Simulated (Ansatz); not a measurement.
Geometry optimisation, RKS B3LYP-D4/def2-SVP in Ansatz 0.2.0.

The input (input.yaml):

```yaml
crystal:
  periodic: [false, false, false]
  atoms:
    - { symbol: C, position_ang: [-0.19388, 0.88889, 0.55088] }
    - { symbol: O, position_ang: [1.01369, 0.20756, 0.40096] }
    - { symbol: C, position_ang: [1.03947, -0.98972, -0.40142] }
    - { symbol: "N", position_ang: [-0.17121, -1.2399, -0.88223] }
    - { symbol: H, position_ang: [-0.89657, -0.61043, -0.4832] }
    - { symbol: H, position_ang: [-0.01403, 1.76542, 1.1911] }
    - { symbol: H, position_ang: [-0.589, 1.22015, -0.42045] }
    - { symbol: H, position_ang: [-0.12617, -2.10102, -1.45242] }
total_charge: -1
basis:
  gaussian: { orbitals: def2-SVP }
hamiltonian:
  xc: b3lyp
  dispersion: d4
relax:
  f_tol: 0.02
  max_steps: 50
```

Run as:

```bash
$ ansatz run input.yaml --threads 1 --pin off --max-ram 2048MiB --backend cpu --events-out ev --progress --plain --runs-dir out
```

Question: Where does it end, and by what steps?

Answer: It converged. Limits of this set-up: an anion without diffuse functions, the dipole of an ion depends on the origin. After 29 steps the energy has fallen by 1.999 eV; H6 moved furthest, 1.47 Å. Parted: N4–H5. Joined: C1–H5.

```
step  energy less start (eV)  largest force component (eV/Å)  accepted
   0                  0.0000                           2.971       yes
   2                 -0.5649                           0.972       yes
   4                 -0.6393                           0.207       yes
   6                 -0.6513                           0.157       yes
   8                 -0.6573                           0.143       yes
  10                 -0.6788                           0.403       yes
  12                 -1.3114                           2.149       yes
  14                 -1.8765                           1.009       yes
  16                 -1.9326                           0.565       yes
  18                 -1.9428                           0.091       yes
  20                 -1.9553                           0.173       yes
  22                 -1.9667                           0.118       yes
  24                 -1.9713                           0.551        no
  26                 -1.9936                           0.074       yes
  28                 -1.9989                           0.030       yes
  29                 -1.9989                           0.020       yes
```

```xyz
8
Properties=species:S:1:pos:R:3
C -0.244 0.881 0.099
O 0.967 0.398 -0.425
C 1.065 -1.007 -0.740
N -0.058 -1.607 -0.463
H -1.106 0.708 -0.579
H -0.527 0.390 1.053
H -0.130 1.971 0.271
H 0.094 -2.592 -0.714
```

Whether the end is a true minimum wasn't checked by a vibrational analysis.

Time of the run: 56 s on 1 thread of Intel(R) Xeon(R) Platinum 8488C (Sapphire Rapids), on a shared host, peak memory 0.17 GiB.
